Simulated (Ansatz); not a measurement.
Input for Ansatz (a quantum-chemistry and plane-wave program): R-SVWN5/def2-TZVPPD on FCH3Clts, charge -1. Charge -1. Files ending in .json are basis or fitting sets from the Basis Set Exchange.

Ansatz 0.2 input:
```yaml
crystal:
  periodic: [false, false, false]
  atoms:
    - {symbol: F, position_ang: [0.00000000, 0.00000000, -2.53792900]}
    - {symbol: C, position_ang: [0.00000000, 0.00000000, -0.48837200]}
    - {symbol: H, position_ang: [0.00000000, 1.06208700, -0.61497200]}
    - {symbol: H, position_ang: [-0.91979500, -0.53104400, -0.61497200]}
    - {symbol: H, position_ang: [0.91979500, -0.53104400, -0.61497200]}
    - {symbol: Cl, position_ang: [0.00000000, 0.00000000, 1.62450100]}
basis:
  gaussian:
    orbitals: def2-TZVPPD.json
hamiltonian:
  xc: {name: SVWN5}
total_charge: -1
scf: {lower_state_search: off}
```

The head of its log:

```
WARN ansatz: RAYON_NUM_THREADS=1 ignored (pool sized by the plan → 1); use --threads N
Functional definition: SVWN5
these checks for a lower state are left out or cut short: stability, starts, cluster_reference, orbital_swaps, neighbouring_geometries, increment
integrals: 0.07 GiB planned
872 factors; their error is unknown
mean field: 0.60 GiB planned
mean field evaluation 1: about -16256.9848 eV, gradient 4.1e1 eV
mean field evaluation 2: about -16248.4521 eV, gradient 7.3e1 eV
```

Q: Predict the final total energy.

A: -597.5593 hartree.
